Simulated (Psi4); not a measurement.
# BN2H5 (SMILES NBN): r2SCAN/6-311+G(d,p)

Aim: the vertical electron affinity of BN2H5 at r2SCAN/6-311+G**, from 2 runs. The job is set up through a Python script.

The results are computed with Psi4 1.11.

## (1) Starting point

The species is BN2H5 (8 atoms), meant as a singlet with charge 0. SMILES: `NBN`. The shape is that of a PBE0-D4/def2-TZVP optimisation.

Bond lengths: N1–B2 1.409 Å, B2–N3 1.409 Å, N1–H4 1.005 Å, N1–H5 1.002 Å, B2–H6 1.200 Å, N3–H7 1.003 Å, N3–H8 1.005 Å. Angles: N1–B2–N3 122.9°, N1–B2–H6 118.5°, N3–B2–H6 118.5°, B2–N1–H4 124.5°, B2–N1–H5 121.9°, B2–N3–H7 121.9°, B2–N3–H8 124.5°, H4–N1–H5 113.6°, H7–N3–H8 113.6°.

## (2) The energy at r2SCAN/6-311+G(d,p)

The input, run.py:

```python
import psi4

psi4.set_memory(1600000000)
psi4.set_num_threads(1)
psi4.core.set_output_file('run.log', False)

m = psi4.geometry("""
0 1
N
B 1 1.409065
N 2 1.409045 1 122.9219
H 1 1.004959 2 124.46727 3 0.0012
H 1 1.002429 4 113.64084 2 -179.99443
H 2 1.199838 3 118.5412 1 179.99827
H 3 1.002506 2 121.88451 6 0.0042
H 3 1.004826 7 113.64488 2 -179.99058
symmetry c1
""")

psi4.set_options({
    'reference': 'rks',
    'puream': True,
    'e_convergence': 1e-09,
    'd_convergence': 1e-08,
    'scf_type': 'pk',
    'dft_radial_points': 99,
    'dft_spherical_points': 590,
})

energy_value, wavefunction = psi4.energy('r2scan/6-311+G**', molecule=m, return_wfn=True)
psi4.oeprop(wavefunction, 'MAYER_INDICES', 'MULLIKEN_CHARGES', 'LOWDIN_CHARGES')
print(f'total energy {energy_value:.8f} hartree = {energy_value * 27.211386:.5f} eV')
```

The run is started by

```bash
python run.py
```

run.log:

```text
[...]
  Running in c1 symmetry.
[...]
  Nuclear repulsion =   68.852588053507361
[...]
  Multiplicity = 1
[...]
  Nalpha       = 12
  Nbeta        = 12
[...]
    Number of basis functions: 96
[...]
   @RKS iter   1:  -136.81418360956852   -1.29882e-01   1.23458e-02 DIIS/ADIIS
[...]
   @RKS iter  11:  -137.40713767890372   -1.29006e-10   6.77841e-09 DIIS
[...]
    Orbital Energies [Eh]
    ---------------------
    Doubly Occupied:
       1A    -14.134016     2A    -14.134011     3A     -6.604044
       4A     -0.830423     5A     -0.801976     6A     -0.488239
       7A     -0.477834     8A     -0.453086     9A     -0.391569
      10A     -0.301806    11A     -0.281985    12A     -0.213992
[...]
  @RKS Final Energy:  -137.40713767890372
   => Energetics <=
    Nuclear Repulsion Energy =             68.8525880535073611
    One-Electron Energy =                -321.4018568618084828
    Two-Electron Energy =                 134.8981665842915731
    DFT Exchange-Correlation Energy =     -19.7560354548941817
    Empirical Dispersion Energy =           0.0000000000000000
    VV10 Nonlocal Energy =                  0.0000000000000000
    Total Energy =                       -137.4071376789037231
[...]
 Multipole Moments:
 ------------------------------------------------------------------------------------
     Multipole            Electronic (a.u.)      Nuclear  (a.u.)        Total (a.u.)
 ------------------------------------------------------------------------------------
 L = 1.  Multiply by 2.5417464519 to convert [e a0] to [Debye]
 Dipole X            :          0.0000986           -0.0002338           -0.0001351
 Dipole Y            :         -0.0091273           -0.4684780           -0.4776054
 Dipole Z            :         -0.0048815           -0.2547841           -0.2596655
 Magnitude           :                                                    0.5436296
[...]
  Mulliken Charges: (a.u.)
   Center  Symbol    Alpha    Beta     Spin     Total
       1     N     3.82757  3.82757  0.00000 -0.65515
       2     B     2.31402  2.31402  0.00000  0.37197
       3     N     3.82757  3.82757  0.00000 -0.65513
       4     H     0.38042  0.38042  0.00000  0.23915
       5     H     0.36786  0.36786  0.00000  0.26428
       6     H     0.53428  0.53428  0.00000 -0.06855
       7     H     0.36787  0.36787  0.00000  0.26427
       8     H     0.38041  0.38041  0.00000  0.23917
   Total alpha = 12.00000, Total beta = 12.00000, Total charge = -0.00000
[...]
```

Standard output:

```text
total energy -137.40713768 hartree = -3739.03866 eV
```

Run time: 33 s. Hardware: 1 thread of Intel Xeon 6975P-C (Granite Rapids), shared host; peak memory 0.86 GiB.

## (3) The doublet anion, same level

The input, job.py:

```python
import psi4

psi4.set_memory(1600000000)
psi4.set_num_threads(1)
psi4.set_output_file('psi4.out', False)

geom = psi4.geometry("""
-1 2
N     -1.83492407     0.97604354    -1.09811985
B      0.36698481     0.73056812     0.37889009
N      1.60286570    -1.59719652     0.75853607
H     -2.69626123    -0.46203804    -1.99063750
H     -2.69078103     2.64731733    -1.34869754
H      1.22775506     2.58627917     1.35682336
H      3.16850379    -1.73817009     1.81583783
H      1.02990074    -3.25089585     0.02192082
units au
symmetry c1
no_reorient
no_com
""")

psi4.set_options({
    'basis': '6-311+G**',
    'reference': 'uks',
    'puream': True,
    'e_convergence': 1e-09,
    'd_convergence': 1e-08,
    'scf_type': 'pk',
    'dft_radial_points': 99,
    'dft_spherical_points': 590,
    'maxiter': 100,
})

E, wfn = psi4.energy('r2scan', molecule=geom, return_wfn=True)
psi4.oeprop(wfn, 'DIPOLE', 'MAYER_INDICES', 'MULLIKEN_CHARGES')
print('E =', round(E, 9))
```

The run is started by

```bash
python job.py
```

psi4.out (excerpt; [...] marks lines left out):

```text
[...]
  Running in c1 symmetry.
[...]
  Nuclear repulsion =   68.852594849825280
[...]
  Multiplicity = 2
[...]
  Nalpha       = 13
  Nbeta        = 12
[...]
    Number of basis functions: 96
[...]
   @UKS iter   1:  -136.35322258380367    3.31079e-01   1.43672e-02 DIIS/ADIIS
[...]
   @UKS iter  14:  -137.36960853769349   -2.41585e-12   5.39020e-09 DIIS
[...]
   @S^2 Observed:                7.502143756E-01
[...]
  @UKS Final Energy:  -137.36960853769349
   => Energetics <=
    Nuclear Repulsion Energy =             68.8525948498252802
    One-Electron Energy =                -324.9352086617105897
    Two-Electron Energy =                 138.5556682432869025
    DFT Exchange-Correlation Energy =     -19.8426629690950662
    Empirical Dispersion Energy =           0.0000000000000000
    VV10 Nonlocal Energy =                  0.0000000000000000
    Total Energy =                       -137.3696085376934946
[...]
 Multipole Moments:
 ------------------------------------------------------------------------------------
     Multipole            Electronic (a.u.)      Nuclear  (a.u.)        Total (a.u.)
 ------------------------------------------------------------------------------------
 L = 1.  Multiply by 2.5417464519 to convert [e a0] to [Debye]
 Dipole X            :          0.3471959            0.2496328            0.5968287
 Dipole Y            :          2.2600842           -0.9127377            1.3473465
 Dipole Z            :          1.3432484           -0.6273890            0.7158594
 Magnitude           :                                                    1.6382923
[...]
  Mulliken Charges: (a.u.)
   Center  Symbol    Alpha    Beta     Spin     Total
       1     N     2.83381  3.82567 -0.99186  0.34052
       2     B     4.82939  2.30258  2.52681 -2.13198
       3     N     2.83366  3.82566 -0.99201  0.34068
       4     H     0.51653  0.36840  0.14813  0.11507
       5     H     0.44514  0.37570  0.06945  0.17916
       6     H     0.57976  0.55789  0.02188 -0.13765
       7     H     0.44519  0.37570  0.06949  0.17911
       8     H     0.51651  0.36839  0.14811  0.11510
   Total alpha = 13.00000, Total beta = 12.00000, Total charge = -1.00000
[...]
```

On the terminal:

```text
E = -137.369608538
```

Wall time 53 s (1 thread of Intel Xeon 6975P-C (Granite Rapids), shared host); peak memory 0.86 GiB.

## (4) What came out

At r2SCAN/6-311+G**:

| quantity | value |
| --- | --- |
| singlet BN2H5: total energy | -137.40714 Eh |
| singlet BN2H5: dipole moment | 1.38 D |
| singlet BN2H5: HOMO energy | -5.82 eV |
| singlet BN2H5: LUMO energy | 0.31 eV |
| singlet BN2H5: HOMO–LUMO gap | 6.14 eV |
| doublet anion: total energy | -137.36961 Eh |
| doublet anion: HOMO energy (highest over α and β) | 2.35 eV |
| doublet anion: LUMO energy (lowest over α and β) | 2.91 eV |
| doublet anion: ⟨S²⟩ | 0.750 |
| vertical electron affinity (to the doublet anion) | -1.021 eV |

**Reading.** The anion lies 1.02 eV (24 kcal/mol) above the neutral: the electron isn't bound at this level, and such a value depends on the basis. Mulliken charges (singlet BN2H5) run from -0.66 on N1 to +0.37 on B2; in a basis this large or diffuse they mean little. Mulliken charges (doublet anion) run from -2.13 on B2 to +0.34 on N3; in a basis this large or diffuse they mean little. The HOMO (doublet anion) lies at positive energy, 2.35 eV, as semi-local functionals often give for anions; only total energies tell whether the electron is bound.
